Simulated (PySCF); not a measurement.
methanethiol cation (CH4S), SMILES CS (connectivity only; charge and spin as stated), charge +1, multiplicity 2.

Coordinates come from a PBE0-D3(BJ)/def2-TZVP optimisation. The multiplicity is an assumed one; other spin states were not compared.

Level of theory: PBE0-D3(BJ)/def2-TZVP in PySCF.

Frequencies are harmonic and unscaled.

```json
[
 {"mode": "1", "ν (cm⁻¹)": "217", "IR (km/mol)": "9.2", "moving atoms (share of kinetic energy)": "H 96 %"},
 {"mode": "2", "ν (cm⁻¹)": "735", "IR (km/mol)": "4.4", "moving atoms (share of kinetic energy)": "C 60 %, S 32 %, H 8 %"},
 {"mode": "3", "ν (cm⁻¹)": "791", "IR (km/mol)": "6.6", "moving atoms (share of kinetic energy)": "H 97 %"},
 {"mode": "4", "ν (cm⁻¹)": "817", "IR (km/mol)": "4.8", "moving atoms (share of kinetic energy)": "H 85 %, C 14 %"},
 {"mode": "5", "ν (cm⁻¹)": "1095", "IR (km/mol)": "13.6", "moving atoms (share of kinetic energy)": "H 79 %, C 17 %"},
 {"mode": "6", "ν (cm⁻¹)": "1301", "IR (km/mol)": "28.4", "moving atoms (share of kinetic energy)": "H 90 %, C 9 %"},
 {"mode": "7", "ν (cm⁻¹)": "1393", "IR (km/mol)": "26.0", "moving atoms (share of kinetic energy)": "H 95 %"},
 {"mode": "8", "ν (cm⁻¹)": "1415", "IR (km/mol)": "12.9", "moving atoms (share of kinetic energy)": "H 95 %"},
 {"mode": "9", "ν (cm⁻¹)": "2621", "IR (km/mol)": "39.3", "moving atoms (share of kinetic energy)": "H 97 %"},
 {"mode": "10", "ν (cm⁻¹)": "3005", "IR (km/mol)": "67.2", "moving atoms (share of kinetic energy)": "H 97 %"},
 {"mode": "11", "ν (cm⁻¹)": "3074", "IR (km/mol)": "27.0", "moving atoms (share of kinetic energy)": "H 91 %, C 9 %"},
 {"mode": "12", "ν (cm⁻¹)": "3182", "IR (km/mol)": "25.2", "moving atoms (share of kinetic energy)": "H 91 %, C 9 %"}
]
```
